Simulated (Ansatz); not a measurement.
MgO₂⁻, relaxed as a quartet with UKS r2SCAN-D4/def2-TZVPD in Ansatz, starting from the r2SCAN-D4/def2-TZVPD geometry of the charge -1 doublet. Force threshold 0.02 eV/Å.

The highest occupied level of the charge -1 quartet lies above zero (up to 0.84 eV). It is a level of α spin, whose loss leaves a triplet; that state wasn't run at this geometry and level. The electron is either unbound and held by the finite basis, or the level is raised by self-interaction error. The relaxation made no stability test and no search for a lower SCF solution. At r2SCAN-D4/def2-TZVPD a doublet of charge -1 lies 1.41 eV below the quartet, each at its own geometry. The structure comes from a short search, and lower isomers may exist.

Start:

| atom | x (Å) | y (Å) | z (Å) |
| --- | --- | --- | --- |
| Mg1 | 0.0002 | -0.0033 | -0.0006 |
| O2 | -1.7157 | -0.1875 | 0.6270 |
| O3 | 1.7155 | 0.1908 | -0.6264 |

```
step  energy (eV)  largest force component (eV/Å)  SCF passes
   1   -9534.9757                           1.117          81
   2   -9535.0541                           0.652          26
   3   -9535.1022                           0.111          26
   4   -9535.1127                           0.164          33
   5   -9535.2189                           0.433          37
   6   -9535.3994                           0.341          29
   7   -9535.5029                           0.308          36
   8   -9535.5222                           0.197          38
   9   -9535.5260                           0.012          28
  10   -9535.5260                           0.000          20
```

Force components are those of the run's own axes.

End:

Cartesian coordinates in Å:
```
Mg 0.027 -0.672 -0.114
O -1.550 0.166 0.618
O 1.523 0.507 -0.504
```

By distances, no bond broke or formed. The bond that changes most is Mg1–O3, from 1.84 to 1.94 Å (atoms count from 1).

The force fell under the threshold at step 9, but the optimiser went on. No frequencies were taken in this run, so the end may be a saddle point.

It took 17 s on 4 threads of Arm Neoverse V1 on a shared host.
